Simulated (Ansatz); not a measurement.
## Scan of H$_{2}$O⁺, doublet

Starting geometry (PBE0/def2-TZVP stationary point for this spin, not checked as a minimum):

```xyz
3

O     0.0000   -0.0646    0.0000
H     0.0000    0.5128   -0.8211
H     0.0000    0.5128    0.8211
```

From there the angle named below is changed in its plane at fixed bond lengths, both arms turning rigidly about the middle atom; atoms are numbered as listed. Energies are in eV, counted from the starting geometry at the same level.

Basis cc-pVDZ; Ansatz 0.2.0. Only valence electrons are correlated (noble-gas cores frozen). R marks a restricted (for open shells ROHF) determinant, U an unrestricted one. Active spaces: valence = (7e, 6o) chosen from the atoms' valence shells.

Runs in a small pair space aren't shown, since their orbitals change along the scan.

Full CI is exact within this basis and frozen core; it isn't the basis-set limit. The frozen core follows each run's orbitals, which can shift R against U totals by a few meV.

```csv
angle H2-O1-H3 (°),full CI,unpaired electrons (full CI),error RCCSD,error UCCSD,error UCCSDT,error RCCSDT(Q),error NEVPT2 (valence space),error MRCISD (valence space)
70.7,1.006,1.02,0.015,0.015,0.001,0.000,-0.015,-0.005
87.0,0.278,1.02,0.007,0.007,0.001,0.000,-0.010,-0.003
103.1,0.008,1.02,0.001,0.001,0.000,0.000,-0.003,-0.001
109.8,0.000,1.02,0.000,0.000,0.000,0.000,0.000,0.000
118.9,0.068,1.02,-0.001,-0.001,0.000,0.000,0.005,0.001
137.1,0.390,1.02,-0.003,-0.003,0.000,0.000,0.017,0.005
157.6,0.835,1.01,-0.005,-0.005,-0.001,0.000,0.033,0.012
180.0,1.068,1.01,-0.005,-0.006,-0.001,0.000,0.000,0.012
```

Unpaired electrons are Σ n²(2−n)² over natural occupations. Errors are those of relative energies. In total energy the starting point itself misses full CI by: RCCSD 0.074, UCCSD 0.073, UCCSDT 0.006, RCCSDT(Q) 0.000, NEVPT2 (valence space) 0.523, MRCISD (valence space) 0.094 eV.

Spread of the error over the points with a reference, to 180.0 ° (largest less smallest): RCCSDT(Q) 0.000, UCCSDT 0.002, MRCISD (valence space) 0.017, RCCSD 0.020, UCCSD 0.020, NEVPT2 (valence space) 0.047 eV.
